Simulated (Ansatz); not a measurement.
We consider antifluorite Mg2Sn, described by PBEsol (Ansatz, an electronic-structure program, plane waves, PAW).

Run with plane-wave cutoff 520 eV, 20×20×20 k mesh, Fermi–Dirac smearing 0.05 eV, scalar-relativistic PAW data made under PBE.

Computed at the level's own relaxed cell.

```yaml
crystal:
  lattice:
    - [0.00000, 3.37273, 3.37273]
    - [3.37273, 0.00000, 3.37273]
    - [3.37273, 3.37273, 0.00000]
  atoms:
    - { symbol: Mg, position: [0.25000, 0.25000, 0.25000] }
    - { symbol: Mg, position: [0.75000, 0.75000, 0.75000] }
    - { symbol: Sn, position: [0.00000, 0.00000, 0.00000] }
```

**Question.** Give the elastic tensor (Voigt notation, GPa, ions relaxed, in the Cartesian axes of the cell as printed).

**Answer.** 
```
   76.2    27.3    27.3     0.0     0.0     0.0
   27.3    76.2    27.3     0.0     0.0     0.0
   27.3    27.3    76.2     0.0     0.0     0.0
    0.0     0.0     0.0    32.4     0.0     0.0
    0.0     0.0     0.0     0.0    32.4     0.0
    0.0     0.0     0.0     0.0     0.0    32.4
```

Note: the solid has no gap at this level, which affects its response.

Static lattice: no zero-point or thermal effects.
